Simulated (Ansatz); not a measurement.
Species: OCl, charge 0, doublet. OCl (SMILES [O]Cl, doublet).
B3LYP-D3(BJ)/def2-TZVP minimum from Ansatz (a quantum-chemistry and plane-wave program):
```xyz
2

Cl     0.0000     0.0000    -0.5055
O      0.0000     0.0000     1.0742
```
Charge 0, spin multiplicity 2.

Hartree-Fock and MP2 correlation energies in hartree (Ansatz). Radicals and triplets start from unrestricted determinants; spin-orbit coupling is neglected. Correlated methods leave the cores frozen. No relativity.

| basis | X | E(HF) | E(corr, MP2) |
|---|---|---|---|
| cc-pV(T+d)Z | 3 | -534.30577 | -0.38451 |
| cc-pV(Q+d)Z | 4 | -534.31608 | -0.42111 |
| cc-pV(5+d)Z | 5 | -534.31853 | withheld |

Fit E(corr) = E∞ + A/X³ to X = 3 and 4, predict X = 5, and compare with the run.

A = (-0.38451 - (-0.42111))/(1/27 - 1/64) = 1.7093; E∞ = -0.42111 - A/64 = -0.44782; at X = 5, E∞ + A/125 = -0.43414. The run gave -0.43664, 2.50 mEh below the prediction. The same form on X = 4 and 5 gives E∞ = -0.45293, 5.12 mEh below the first estimate.
